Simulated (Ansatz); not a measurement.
# Active spaces for C4H5F, singlet

Computed with Ansatz's Gaussian-basis code (development build). Basis cc-pVTZ, nonrelativistic, 5 orbitals frozen in the corrections. State-specific CASSCF; RHF is the lowest restricted (open-shell) Hartree–Fock solution met. Single-reference values can break down or jump between states where bonds are stretched. No symmetry is imposed, so a solution can break that of the shape. Lower solutions, or ones in other orbitals, may exist.

Geometry:

```xyz
10

F     0.0000   -2.1934   -0.8989
C     0.0000   -0.8411   -0.8947
C     0.0000   -0.1406    0.2428
C     0.0000    1.3125    0.2515
C     0.0000    2.0526    1.3713
H     0.0000   -0.4237   -1.8968
H     0.0000   -0.6781    1.1881
H     0.0000    1.8127   -0.7165
H     0.0000    3.1361    1.3346
H     0.0000    1.5933    2.3552
```

(1) What do CASSCF and its corrections give against RHF in CAS(4,4), and what are the occupations?

(2) How do single-reference totals in the same basis and frozen core stand against SC-NEVPT2 in CAS(4,4)?

(3) Roughly how much CPU time does a whole run from the default start take (median of such runs, summed over threads; nearly all runs on one pinned thread of a shared server, mostly Xeon at 2.3 to 2.6 GHz, by a development driver)?

Answers

(1) CASSCF -1.487 eV, SC-NEVPT2 -24.343 eV; occupations 1.94, 1.89, 0.12, 0.06.

(2) CCSD(T) -1.837 eV. Coupled cluster stands on the determinant that it favours, which can lie over the RHF solution above, and is in doubt where the occupations are far from 0, 1 and 2.

(3) CAS(4,4): about 100 s. Other jobs ran beside these, and the count of passes differs.
